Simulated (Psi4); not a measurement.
**One shape, several levels: B2H4Cl− (SMILES [BH3-]BCl)**

Aim: a comparison of 4 runs (HF/3-21G, HF/def2-SVP, PBE0/def2-SVP, BCCD/cc-pVDZ) of B2H4Cl−. 

Program for the calculation: Psi4 1.11.

## Step 1: The structure to begin with

B2H4Cl− has 7 atoms, charge -1, and is taken as a singlet. SMILES: `[BH3-]BCl`. Geometry: relaxed at GFN2-xTB.

Bond lengths: B1–B2 1.665 Å, B2–Cl3 1.766 Å, B1–H4 1.240 Å, B1–H5 1.226 Å, B1–H6 1.221 Å, B2–H7 1.200 Å. Angles: B1–B2–Cl3 125.4°, B1–B2–H7 125.8°, Cl3–B2–H7 108.2°, B2–B1–H4 101.6°, B2–B1–H5 113.6°, B2–B1–H6 117.7°, H4–B1–H5 106.0°, H4–B1–H6 107.3°, H5–B1–H6 109.5°.

## Step 2: The energy at HF/3-21G (run 1)

File b2clh4.xyz:

```xyz
7
B2ClH4
B     -0.652560     0.420920    -0.048340
B      0.833980    -0.327180     0.003960
Cl     1.421600    -1.344170     1.322400
H     -1.345000    -0.438940    -0.612090
H     -0.679840     1.406970    -0.776110
H     -1.193070     0.683960     1.014550
H      1.614890    -0.401560    -0.904370
```

File calc.py:

```python
import psi4

psi4.set_memory('1600 MB')
psi4.set_num_threads(1)
psi4.set_output_file('b2clh4.out', False)

with open('b2clh4.xyz') as f:
    atoms = ''.join(f.readlines()[2:])
molecule = psi4.geometry('-1 1\n' + atoms + 'symmetry c1\nno_reorient\nno_com')

psi4.set_options({
    'basis': '3-21G',
    'puream': True,
    'e_convergence': 1e-09,
    'd_convergence': 1e-08,
    'scf_type': 'pk',
})

e, wfn = psi4.energy('scf', return_wfn=True)
psi4.oeprop(wfn, 'WIBERG_LOWDIN_INDICES', 'QUADRUPOLE', 'DIPOLE')
print(f'total energy {e:.8f} hartree = {e * 27.211386:.5f} eV')
```

Started as:

```console
python calc.py
```

b2clh4.out:

```text
[...]
  Running in c1 symmetry.
[...]
  Nuclear repulsion =   73.711127415155133
[...]
  Multiplicity = 1
[...]
  Nalpha       = 16
  Nbeta        = 16
[...]
    Number of basis functions: 39
[...]
   @RHF iter   1:  -508.63799791381729   -7.39025e-01   7.83827e-03 ADIIS/DIIS
[...]
   @RHF iter  11:  -508.70846115546817   -6.76437e-12   5.82194e-09 DIIS
[...]
  @RHF Final Energy:  -508.70846115546817
   => Energetics <=
    Nuclear Repulsion Energy =             73.7111274151551328
    One-Electron Energy =                -853.7190576725690789
    Two-Electron Energy =                 271.2994691019457605
    Total Energy =                       -508.7084611554681715
[...]
 Multipole Moments:
 ------------------------------------------------------------------------------------
     Multipole            Electronic (a.u.)      Nuclear  (a.u.)        Total (a.u.)
 ------------------------------------------------------------------------------------
 L = 1.  Multiply by 2.5417464519 to convert [e a0] to [Debye]
 Dipole X            :        -44.0347533           44.3542910            0.3195377
 Dipole Y            :         40.0331353          -39.9332389            0.0998963
 Dipole Z            :        -40.2991166           39.6481171           -0.6509995
 Magnitude           :                                                    0.7320410
 L = 2.  Multiply by 1.3450342976 to convert [e a0^2] to [Debye ang]
 Quadrupole XX       :       -194.2791285          165.2166379          -29.0624905
 Quadrupole XY       :        136.4921791         -132.3191595            4.1730195
[...]
```

The script printed:

```text
total energy -508.70846116 hartree = -13842.66230 eV
```

It took 2.6 s on 1 thread of Intel Xeon Platinum 8488C (Sapphire Rapids), shared host; peak memory 0.18 GiB.

## Step 3: A single-point energy at HF/def2-SVP (run 2)

File job.py:

```python
import psi4

psi4.set_memory(1600000000)
psi4.set_num_threads(1)
psi4.set_output_file('b2clh4.out', False)

geom = psi4.geometry("""
-1 1
B     -0.652560     0.420920    -0.048340
B      0.833980    -0.327180     0.003960
Cl     1.421600    -1.344170     1.322400
H     -1.345000    -0.438940    -0.612090
H     -0.679840     1.406970    -0.776110
H     -1.193070     0.683960     1.014550
H      1.614890    -0.401560    -0.904370
symmetry c1
""")

options = {'basis': 'def2-SVP', 'puream': True, 'e_convergence': 1e-09, 'd_convergence': 1e-08, 'scf_type': 'pk'}
psi4.set_options(options)

energy_value = psi4.energy('hf')
print(f'total energy {energy_value:.8f} hartree = {energy_value * 27.211386:.5f} eV')
```

Started as:

```console
python job.py
```

b2clh4.out:

```text
[...]
  Running in c1 symmetry.
[...]
  Nuclear repulsion =   73.711127415155133
[...]
  Multiplicity = 1
[...]
  Nalpha       = 16
  Nbeta        = 16
[...]
    Number of basis functions: 66
[...]
   @RHF iter   1:  -510.92186131509487   -6.73692e-01   5.35015e-03 ADIIS/DIIS
[...]
   @RHF iter  12:  -511.02306273250241   -2.55795e-12   3.00875e-09 DIIS
[...]
    Orbital Energies [Eh]
    ---------------------
    Doubly Occupied:
       1A   -104.596459     2A    -10.361475     3A     -7.836081
       4A     -7.834311     5A     -7.833605     6A     -7.428427
       7A     -7.294646     8A     -0.914493     9A     -0.513528
      10A     -0.430597    11A     -0.345898    12A     -0.297939
      13A     -0.277365    14A     -0.208816    15A     -0.200628
      16A     -0.167415
[...]
  @RHF Final Energy:  -511.02306273250241
   => Energetics <=
    Nuclear Repulsion Energy =             73.7111274151551328
    One-Electron Energy =                -856.3850091333463297
    Two-Electron Energy =                 271.6508189856887725
    Total Energy =                       -511.0230627325024102
[...]
 Multipole Moments:
 ------------------------------------------------------------------------------------
     Multipole            Electronic (a.u.)      Nuclear  (a.u.)        Total (a.u.)
 ------------------------------------------------------------------------------------
 L = 1.  Multiply by 2.5417464519 to convert [e a0] to [Debye]
 Dipole X            :          5.8187532           -3.7383066            2.0804465
 Dipole Y            :         -4.5126356            2.9927050           -1.5199306
 Dipole Z            :          4.0833030           -3.0419806            1.0413224
 Magnitude           :                                                    2.7789925
[...]
```

On the terminal:

```text
total energy -511.02306273 hartree = -13905.64581 eV
```

Wall time 3 s (1 thread of Intel Xeon Platinum 8488C (Sapphire Rapids), shared host); peak memory 0.22 GiB.

## Step 4: A single-point energy at PBE0/def2-SVP (run 3)

b2clh4.xyz is that of step 2.

File job.py:

```python
import psi4

psi4.set_memory(1600000000)
psi4.set_num_threads(1)
psi4.core.set_output_file('psi4.out', False)

with open('b2clh4.xyz') as f:
    atoms = ''.join(f.readlines()[2:])
m = psi4.geometry('-1 1\n' + atoms + 'symmetry c1')

options = {'puream': True, 'e_convergence': 1e-09, 'd_convergence': 1e-08, 'scf_type': 'pk', 'dft_radial_points': 99, 'dft_spherical_points': 590}
psi4.set_options(options)

e, wfn = psi4.energy("pbe0/def2-SVP", molecule=m, return_wfn=True)
psi4.oeprop(wfn, "DIPOLE", "WIBERG_LOWDIN_INDICES", "MAYER_INDICES")
print(f'total energy {e:.8f} hartree = {e * 27.211386:.5f} eV')
```

Started as:

```console
python job.py
```

psi4.out:

```text
[...]
  Running in c1 symmetry.
[...]
  Nuclear repulsion =   73.711127415155133
[...]
  Multiplicity = 1
[...]
  Nalpha       = 16
  Nbeta        = 16
[...]
    Number of basis functions: 66
[...]
   @RKS iter   1:  -511.62665317997721   -2.70526e-01   9.51445e-03 DIIS/ADIIS
[...]
   @RKS iter  11:  -511.93031789286437   -3.01270e-12   9.60570e-09 DIIS
[...]
  @RKS Final Energy:  -511.93031789286437
   => Energetics <=
    Nuclear Repulsion Energy =             73.7111274151551328
    One-Electron Energy =                -856.7351790748202802
    Two-Electron Energy =                 299.7146187662056036
    DFT Exchange-Correlation Energy =     -28.6208849994048151
    Empirical Dispersion Energy =           0.0000000000000000
    VV10 Nonlocal Energy =                  0.0000000000000000
    Total Energy =                       -511.9303178928643661
[...]
 Multipole Moments:
 ------------------------------------------------------------------------------------
     Multipole            Electronic (a.u.)      Nuclear  (a.u.)        Total (a.u.)
 ------------------------------------------------------------------------------------
 L = 1.  Multiply by 2.5417464519 to convert [e a0] to [Debye]
 Dipole X            :          5.6532558           -3.7383066            1.9149492
 Dipole Y            :         -4.5221999            2.9927050           -1.5294950
 Dipole Z            :          4.1108254           -3.0419806            1.0688448
 Magnitude           :                                                    2.6737267
[...]
```

The script printed:

```text
total energy -511.93031789 hartree = -13930.33349 eV
```

Run time: 11 s. Hardware: 1 thread of Intel Xeon Platinum 8488C (Sapphire Rapids), shared host; peak memory 0.89 GiB.

## Step 5: The energy at BCCD/cc-pVDZ (run 4)

File b2clh4.sdf:

```

     RDKit          3D

  7  6  0  0  0  0  0  0  0  0999 V2000
   -0.6526    0.4209   -0.0483 B   0  0  0  0  0  0  0  0  0  0  0  0
    0.8340   -0.3272    0.0040 B   0  0  0  0  0  0  0  0  0  0  0  0
    1.4216   -1.3442    1.3224 Cl  0  0  0  0  0  0  0  0  0  0  0  0
   -1.3450   -0.4389   -0.6121 H   0  0  0  0  0  0  0  0  0  0  0  0
   -0.6798    1.4070   -0.7761 H   0  0  0  0  0  0  0  0  0  0  0  0
   -1.1931    0.6840    1.0146 H   0  0  0  0  0  0  0  0  0  0  0  0
    1.6149   -0.4016   -0.9044 H   0  0  0  0  0  0  0  0  0  0  0  0
  2  1  1  0
  3  2  1  0
  4  1  1  0
  5  1  1  0
  6  1  1  0
  7  2  1  0
M  CHG  1   1  -1
M  END
$$$$
```

File run.py:

```python
import numpy as np
from ase.calculators.psi4 import Psi4
from ase.io import read

a = read('b2clh4.sdf')
calc = Psi4(atoms=a, method='bccd', basis='cc-pVDZ', memory='1600MB', num_threads=1, charge=-1, multiplicity=1, label='psi4-calc')
calc.psi4.set_options({'freeze_core': True, 'scf_type': 'pk'})
a.calc = calc

print(f'energy: {a.get_potential_energy():.6f} eV')
```

Started as:

```console
python run.py
```

psi4-calc.dat:

```text
[...]
  Running in c1 symmetry.
[...]
  Nuclear repulsion =   73.710874250163798
[...]
  Multiplicity = 1
[...]
  Nalpha       = 16
  Nbeta        = 16
[...]
    Number of basis functions: 66
[...]
   @RHF iter   1:  -511.11172406892638   -6.80535e-01   5.34438e-03 ADIIS/DIIS
[...]
   @RHF iter  12:  -511.21412212746219   -3.01270e-12   3.50555e-09 DIIS
[...]
  @RHF Final Energy:  -511.21412212746219
   => Energetics <=
    Nuclear Repulsion Energy =             73.7108742501637977
    One-Electron Energy =                -856.5930784695915463
    Two-Electron Energy =                 271.6680820919655730
    Total Energy =                       -511.2141221274621898
[...]
 Multipole Moments:
 ------------------------------------------------------------------------------------
     Multipole            Electronic (a.u.)      Nuclear  (a.u.)        Total (a.u.)
 ------------------------------------------------------------------------------------
 L = 1.  Multiply by 2.5417464519 to convert [e a0] to [Debye]
 Dipole X            :          5.7699676           -3.7382658            2.0317018
 Dipole Y            :         -4.4502684            2.9928578           -1.4574106
 Dipole Z            :          4.0117174           -3.0420518            0.9696655
 Magnitude           :                                                    2.6818108
[...]
      * MP2 total energy                      = -511.554051453259717
[...]
      * CCSD total energy                     = -511.599290173682618
[...]
      * MP2 total energy                      = -511.559288268893454
[...]
      * CCSD total energy                     = -511.598846595048428
[...]
      * MP2 total energy                      = -511.559272747665716
[...]
      * CCSD total energy                     = -511.598848329654572
[...]
```

On the terminal:

```text
energy: -13921.313752 eV
```

Run time: 31 s. Hardware: 1 thread of Intel Xeon Platinum 8488C (Sapphire Rapids), shared host; peak memory 0.39 GiB.

## Step 6: All runs side by side

```
run          level         integration grid  frozen core orbitals  energy (Eh)  HOMO energy (eV)  LUMO energy (eV)  HOMO–LUMO gap (eV)  wall time
  1       HF/3-21G                        –                     0  -508.708461             -4.66              8.15               12.82      2.6 s
  2    HF/def2-SVP                        –                     0  -511.023063             -4.56              8.10               12.66        3 s
  3  PBE0/def2-SVP  99 radial × 590 angular                     0  -511.930318             -1.35              4.57                5.93       11 s
  4   BCCD/cc-pVDZ                        –                     7  -511.598848             -4.60              8.02               12.61       31 s
```

## Step 7: Summary of results

```
                                                    quantity          value
                                         run 4: total energy  -511.59885 Eh
                  run 4: HOMO energy (Hartree–Fock orbitals)       -4.60 eV
                  run 4: LUMO energy (Hartree–Fock orbitals)        8.02 eV
run 4: HOMO–LUMO gap (to an unbound level, set by the basis)       12.61 eV
          run 4: correlation energy (7 core orbitals frozen)     -384.7 mEh
```

**Reading.** Over runs 1, 2, 3 the HOMO–LUMO gap runs from 5.93 eV (PBE0/def2-SVP) to 12.82 eV (HF/3-21G). The two ends differ in method and basis. The empty levels of an anion lie above zero and hang on the basis. All runs together took 48 s, the longest 31 s.
